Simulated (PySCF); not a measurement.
Shieldings and the share of exact exchange

Molecule: 1,3,5-Triazine, C3H3N3.

Numbering as in the mapped SMILES `[cH:1]1[n:2][cH:3][n:4][cH:5][n:6]1` (H(Xn): hydrogen on atom n).

GIAO shieldings (ppm, equivalent atoms averaged) in PySCF on the PBE0-D3(BJ)/def2-SVP geometry, basis pcSseg-2, gas phase, non-relativistic:

```csv
functional,exact exchange (%),σ(N2/N4/N6)
BLYP,0,-71.5
BP86,0,-64.3
PBE,0,-65.6
B3LYP,20,-67.8
PBE0,25,-60.7
BHandHLYP,50,-59.5
HF,100,-36.0
```

Problem. Fit each shielding as a line in the percentage of exact exchange.

Solution. σ(N2/N4/N6) = -69.0 + 0.30 x (rms 3.8 ppm). The functionals also differ in their semilocal parts, which the line can't hold; Hartree–Fock has no correlation at all.

Problem. What does the line predict for mPW1PW91 (25 %), and what does the run give?

Solution. σ(N2/N4/N6): -61.5 predicted, -61.8 computed ppm.
